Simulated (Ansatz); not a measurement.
Results of r²SCANh (Ansatz, a program for electronic structure, plane waves, PAW) for zinc-blende HgTe.

Run with plane-wave cutoff 520 eV, 8×8×8 k mesh, Fermi–Dirac smearing 0.01 eV, scalar-relativistic PAW data made under PBE.

Computed at the level's own relaxed cell.

### Question
What does this level give for the volume per atom, bulk modulus B0, lattice constant a and pressure derivative B′ of the bulk modulus?

### Answer

- volume per atom: 35.14 Å³/atom
- bulk modulus B0: 42.0 GPa
- lattice constant a: 6.551 Å
- pressure derivative B′ of the bulk modulus: 5.0

The run finds no gap.

Measured, for comparison: equilibrium volume per atom 33.70 Å³/atom, lattice constant a 6.46 Å (room temperature, no zero-point or thermal correction; as tabulated in Cava et al. (2013), arXiv:1302.1059); bulk modulus 42.3 GPa (temperature not stated, no zero-point or thermal correction; as tabulated in Toher et al. (2017), arXiv:1611.05714). Computed (rounded) less measured: equilibrium volume per atom +4.3 %, bulk modulus -0.7 %, lattice constant a +1.4 %.

Spin–orbit coupling is not included; it can open a gap where bands touch, and shift volumes and moduli.

The computed numbers hold no vibrational or temperature effects.

Computing time: very roughly 30 core-minutes.
